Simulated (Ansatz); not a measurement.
# H₂OSSi (SMILES O[SiH]=S): one structure at several levels

One table from this session's results is given with a row withheld; the runs are named, their logs left out.

The runs use Ansatz 0.2.0, Gaussian basis; single points in def2-TZVPP.

Correlated methods freeze the cores.

1 further run of the same task is left out (it didn't finish).

## Where the work starts

SMILES `O[SiH]=S`, 5 atoms, charge 0, spin multiplicity 1.

Atoms are counted from 1 here; the program's logs count them from 0.

Bond lengths: O1–Si2 1.645 Å, O1–H4 0.987 Å, Si2–S3 1.898 Å, Si2–H5 1.496 Å. Angles: Si2–O1–H4 125.3°, O1–Si2–S3 126.5°, O1–Si2–H5 104.4°, S3–Si2–H5 128.5°.

Coordinates:

```xyz
5
H2OSSi
O    -0.46618   -0.10007   -1.07305
Si    0.26358    0.18377    0.37321
S     1.48340    1.58358    0.76516
H    -1.21592   -0.72505   -1.22070
H    -0.07676   -1.01378    1.20358
```

Set-up of the first run:

Contents of run/in.yaml:

```yaml
crystal:
  periodic: [false, false, false]
  atoms:
    - {symbol: O, position_ang: [-0.466180, -0.100065, -1.073050]}
    - {symbol: Si, position_ang: [0.263582, 0.183767, 0.373212]}
    - {symbol: S, position_ang: [1.483398, 1.583579, 0.765159]}
    - {symbol: H, position_ang: [-1.215916, -0.725050, -1.220695]}
    - {symbol: H, position_ang: [-0.076757, -1.013779, 1.203585]}
basis:
  gaussian: {orbitals: def2-TZVPP}
hamiltonian: {xc: pbe, dispersion: d4}
output: {forces: true}
```

Run with:

```
$ ansatz run in.yaml --threads 2 --pin off --events-out ev --progress --plain --max-ram 3481MiB
```

Among the steps run: PBE-D4/def2-TZVPP; r2SCAN-D4/def2-TZVPP; PBE0-D4/def2-TZVPP; wB97M-V/def2-TZVPP; CCSD(T)/def2-TZVPP.

One table of the session follows, with a row left open; its other results are not shown here.

```
   method  RMS force component (eV/Å)  angle to CCSD(T) forces (°)  dipole (D)
   PBE-D4                       0.746                         13.3        3.74
r2SCAN-D4                       0.767                          3.9        3.93
  PBE0-D4                       0.774                          8.1        3.98
  wB97M-V                           ?                            ?           ?
  CCSD(T)                       0.852                    reference        3.88
```

Q: Estimate the row for wB97M-V from the others.

**Answer.** RMS force component (eV/Å): 0.744; angle to CCSD(T) forces (°): 8.4; dipole (D): 4.04. In the column «RMS force component (eV/Å)» it is the lowest.

Limits of these values: The reference is not at the basis limit: in triple zeta CCSD(T) underbinds, which counts against methods that bind more; the gaps are no ranking.
